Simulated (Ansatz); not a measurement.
A made-up structure of MgSiH2Cl, doublet:

```tsv
atom	x (Å)	y (Å)	z (Å)
Si1	-0.8453	0.3520	-0.6679
Mg2	1.1663	-0.4966	0.5542
Cl3	2.9854	-1.2668	1.4891
H4	1.3454	-0.7477	2.2463
H5	-2.1360	-0.3953	-0.6568
```

It is relaxed with PBE-D4/def2-SVP and then PBE0-D4/def2-TZVP (Ansatz 0.2.0). Atoms count as bonded within 1.22 times the sum of their covalent radii (H–H: 0.88 Å). The end point is not checked to be a true minimum.

(1) Does its bonding change? (Judge from chemistry; the calculation decides.)

Results:

(1) The calculation gives: Yes. Formed: Si1–H4; broken: Mg2–H4.

Where it ends: The first stage lowers the energy by 3.43 eV in 21 steps. It ends as MgSiH₂Cl ([SiH2][Mg][Cl]):
```json
{"atom": "Si1", "x (Å)": "-0.5110", "y (Å)": "-0.0188", "z (Å)": "0.4759"}
{"atom": "Mg2", "x (Å)": "1.8443", "y (Å)": "-0.8475", "z (Å)": "0.6360"}
{"atom": "Cl3", "x (Å)": "3.9469", "y (Å)": "-1.4370", "z (Å)": "0.7257"}
{"atom": "H4", "x (Å)": "-1.3176", "y (Å)": "0.2764", "z (Å)": "1.6953"}
{"atom": "H5", "x (Å)": "-1.4469", "y (Å)": "-0.5276", "z (Å)": "-0.5681"}
```

Labels in which every atom is bracketed show which atoms are joined, not bond orders.

For scale, one of the runs: PBE0-D4/def2-TZVP relaxation, 118 basis functions, launched by `ansatz run in.yaml --threads 2 --pin off --events-out ev --progress --plain --max-ram 4352MiB`. The run took about 28 s on 2 CPU threads of an Arm Neoverse V1 (shared host).
